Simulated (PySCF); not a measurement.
A GIAO shielding run with PySCF (density fitting, non-relativistic, gas phase) on Nitrogen trifluoride (SMILES FN(F)F):

```
$ OMP_NUM_THREADS=1 python probes_run.py task.json out

{"job": {"kind": "nmr", "xc": "KT3", "basis": "pcSseg-2", "pop": false}, "charge": 0, "multiplicity": 1}
F     -0.551377     1.072762    -0.165755
N      0.007593    -0.003079     0.432855
F     -0.644403    -1.033105    -0.151295
F      1.226177    -0.061947    -0.148815
```

Hardware: 1 thread of an Arm Neoverse V2, shared host.

Q: How large is the calculation?

A: 34 electrons, 144 basis functions and 390 auxiliary functions.

Q: How long does it take, and how much memory does it need?

A: 5.7 s of wall time, with 14 SCF cycles; peak memory 0.57 GiB. Times on a shared host scatter by some tens of per cent.

Q: And these other runs on the same molecule and hardware: GIAO shielding at B3LYP/pcSseg-2; GIAO shielding at B97-D/pcSseg-2; GIAO shielding at BLYP/pcSseg-2; GIAO shielding at BP86/pcSseg-2; GIAO shielding at HF/pcSseg-2; GIAO shielding at KT2/pcSseg-2?

A: B3LYP/pcSseg-2: 144 functions, 4.1 s; B97-D/pcSseg-2: 144 functions, 5.5 s; BLYP/pcSseg-2: 144 functions, 5.4 s; BP86/pcSseg-2: 144 functions, 5.7 s; HF/pcSseg-2: 144 functions, 1.9 s; KT2/pcSseg-2: 144 functions, 5.8 s.
